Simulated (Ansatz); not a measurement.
Energy needed to pull apart AlNH3F, singlet, into free ground-state atoms, from the structure below (displaced at random from a GFN2-xTB minimum); no zero-point or spin–orbit terms; open-shell atoms are treated unrestricted, in their ground-state multiplicity.

```xyz
6
angstrom
N -0.6139 0.3101 -0.7785
Al 0.4815 -0.1057 0.6390
F 1.0911 -1.7339 0.8092
H -1.3527 1.2901 -0.7771
H -0.8331 -0.3289 -1.5792
H 1.2260 0.8906 1.5526
```

Computed with Ansatz 0.2.0 (basis: def2-TZVPP); correlated methods freeze the cores.

| method | atomization energy (eV) |
| --- | --- |
| SPW92 | 23.13 |
| PBE-D4 | 20.62 |
| r2SCAN-D4 | 20.27 |
| PBE0-D4 | 19.95 |
| r2SCAN0-D4 | 19.69 |
| wB97M-V | ? |
| HF | 13.95 |
| MP2 | 20.23 |
| CCSD | ? |
| CCSD(T) | 19.78 |

Q: What does wB97M-V give? (Judge from chemistry; the value comes from the calculation.)

A: By the calculation: 20.41 eV, which is about 0.63 eV more than CCSD(T)/def2-TZVPP.

Q: What does CCSD give? (An estimate is asked for; the value comes from the calculation.)

A: The calculation gives: 19.45 eV, which is about 0.33 eV less than CCSD(T)/def2-TZVPP.

In triple zeta the MP2 and coupled-cluster atomization energies are still short of their basis limit by a few kcal/mol a bond, whereas those of the functionals are nearly converged, so these differences are not deviations from converged CCSD(T).

The T1 diagnostic stays at or below 0.014.

For scale, one of the runs: CCSD(T)/def2-TZVPP forces, 146 basis functions, launched by `ansatz run in.yaml --threads 4 --pin off --events-out ev --progress --plain --max-ram 5222MiB`. Hardware: 4 CPU threads of an Arm Neoverse N1, shared host. Wall time 60 s; peak host memory 1.6 GiB.
